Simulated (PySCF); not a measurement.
Species: C5H13P.
SMILES: `CCCPCC`

Method used: TDDFT PBE0/def2-SVPD, vertical, gas phase, core orbitals frozen in the response in PySCF 2.14.0, density-fitted response routines. One conformer (not necessarily the lowest) at the GFN2-xTB geometry, without solvent, vibrations or thermal averaging. Torsions of this conformer, `[CH3:1][CH2:2][CH2:3][PH:4][CH2:5][CH3:6]`: C1–C2–C3–P4 180°, C2–C3–P4–C5 167°, C3–P4–C5–C6 -167°.

Question: What does the calculation give for the low-lying excited states?

Answer: 

```
state  E (eV)  λ (nm)      f  |μ| (D)  main configurations (H = HOMO, L = LUMO)
   S1    6.13   202.3  0.032     1.17                                 H→L (96%)
   S2    6.29   197.0  0.099     2.04                               H→L+1 (95%)
   S3    7.08   175.1  0.068     1.59                  H→L+3 (61%), H→L+2 (33%)
   S4    7.23   171.5  0.018     0.82                  H→L+2 (55%), H→L+3 (36%)
   S5    7.41   167.3  0.013     0.68                               H→L+4 (86%)
   S6    7.62   162.7  0.089     1.76                               H→L+5 (98%)
   S7    7.74   160.2  0.012     0.64                               H-1→L (92%)
   S8    7.94   156.2  0.013     0.65   H→L+7 (39%), H→L+6 (32%), H-1→L+1 (18%)
```

Triplets, Tamm–Dancoff:

```tsv
state	E (eV)	λ (nm)	main configurations (H = HOMO, L = LUMO)
T1	5.21	237.8	H→L (74%), H→L+4 (9%), H→L+2 (9%)
T2	5.29	234.5	H→L+1 (74%), H→L+4 (9%)
T3	6.80	182.3	H→L+4 (41%), H→L (21%), H→L+7 (12%)
```

The lowest singlet comes at 202 nm (591 kJ/mol) in the ultraviolet; it is of moderate strength; its leading configuration is HOMO→LUMO (96%). The most intense listed level is S2 at 6.29 eV (197 nm, f = 0.099), 0.17 eV above S1. Löwdin shares by element: HOMO phosphorus 62%, carbon 22% or more, hydrogen 7% or more; LUMO phosphorus 22%, carbon 21% or more, hydrogen 11% or more (atoms not listed hold the other 46%). Orbital energies (eV): HOMO-3 -9.39, HOMO-2 -9.19, HOMO-1 -8.46, HOMO -6.71, LUMO 0.52, LUMO+1 0.65, LUMO+2 1.36. Weighted by f, the mean energy of these states is 6.98 eV. Of the 8 states listed, 8 reach f = 0.01 and none stays under 0.0005. Singlets were solved by full linear response, triplets in the Tamm–Dancoff approximation.
